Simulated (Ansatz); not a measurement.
Cubic perovskite CsSnBr₃, treated with LDA (Ansatz, a first-principles code, PAW).

Settings: plane-wave cutoff 500 eV, 8×8×8 k mesh, Fermi–Dirac smearing 0.05 eV, scalar-relativistic PAW data made under PBE.

Computed at the level's own relaxed cell.

### Question
What does this level give for the equilibrium volume per atom and lattice constant a?

### Answer

- equilibrium volume per atom = 36.31 Å³/atom
- lattice constant a = 5.662 Å

The run finds no gap.

Note: the relaxation could not lower the start's symmetry, so the cell can be a saddle point above a distorted one.

Spin–orbit coupling is not included.

Computing time: roughly 110 core-seconds.
